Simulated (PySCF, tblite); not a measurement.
Equilibrium lattice constant a of rock-salt LiCl: levels of theory against measurement

Reference value: 5.07 Å (measured, static lattice: zero-point anharmonic expansion removed, our sources range from 5.056 to 5.072; as tabulated in Mejia-Rodriguez and Trickey (2018), arXiv:1807.09216).

### Question
What do IPEA1-xTB, PBE, PBE0, Hartree–Fock, MP2, CCSD(T) give, and how far is each from the reference?

### Answer

| level (code) | value (Å) | error (%) |
|---|---|---|
| IPEA1-xTB (tblite) | 4.724 | -6.82 |
| PBE (PySCF) | 5.157 ± 0.02 | +1.72 |
| PBE0 (PySCF) | 5.110 ± 0.02 | +0.79 |
| Hartree–Fock (PySCF) | 5.244 ± 0.02 | +3.43 |
| MP2 (PySCF) | 5.014 ± 0.02 | -1.10 |
| CCSD(T) (PySCF) | 5.061 ± 0.03 | -0.18 |

Leaving aside IPEA1-xTB (doubt noted below): Once the reference is moved by up to 0.28 % (a margin picked here for doubts on the reference and the settings) and values within 0.10 % count as equal, the nearest can be CCSD(T) (-0.18 %) or PBE0 (+0.79 %). Among them Hartree–Fock (+3.43 %) misses by most. Within 2 %: PBE, PBE0, MP2, CCSD(T).

A ± on a computed value is a rough bar: the spread of its extrapolation, a floor set from checks against published values, or a statistical error. IPEA1-xTB: the cell moved over 20 % in volume from its start. IPEA1-xTB: this parameter set was refitted to ionisation energies, not structures. IPEA1-xTB: the run uses a supercell at the zone centre in place of a k mesh.

Differences are worked out from the printed values.
